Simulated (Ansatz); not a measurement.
**SO2 (sulfur dioxide): the energy to break a bond**

The species is SO2 (3 atoms), meant as a singlet with charge 0. As SMILES, `O=S=O`. Geometry: optimised at B3LYP/def2-SVP.

| atom | x (Å) | y (Å) | z (Å) |
| --- | --- | --- | --- |
| O | -0.9956 | 0.6579 | -0.4697 |
| S | 0.2772 | 0.3675 | 0.1921 |
| O | 0.7184 | -1.0254 | 0.2776 |

Wanted: the dissociation energy of the S2–O1 bond into singlet SO and triplet O (shapes relaxed at B3LYP/def2-SVP, no zero-point term). 1 Eh = 2625.50 kJ/mol = 27.2114 eV. Totals in Eh; open shells run unrestricted unless said.

| level | program | SO2 | singlet SO | triplet O |
| --- | --- | --- | --- | --- |
| BLYP/def2-TZVPP | Ansatz | -548.708678 | -473.372450 | -75.085143 |
| PBE/def2-TZVPP | Ansatz | -548.401981 | -473.126340 | -75.009672 |
| wB97M-V/def2-TZVPP | Ansatz | -548.651372 | -473.329179 | -75.077171 |

Task: Work out the dissociation energy at each level.

Result: 
1. BLYP/def2-TZVPP: (-473.372450) + (-75.085143) − (-548.708678) = 0.251085 Eh = 659.2 kJ/mol = 6.83 eV.
2. PBE/def2-TZVPP: (-473.126340) + (-75.009672) − (-548.401981) = 0.265969 Eh = 698.3 kJ/mol = 7.24 eV.
3. wB97M-V/def2-TZVPP: (-473.329179) + (-75.077171) − (-548.651372) = 0.245022 Eh = 643.3 kJ/mol = 6.67 eV.

The levels span 643 to 698 kJ/mol; no measured value is set beside them. A fragment with an even electron count was run as a singlet and may have a lower triplet. A bond enthalpy at 298 K also holds the loss of zero-point energy and thermal terms.
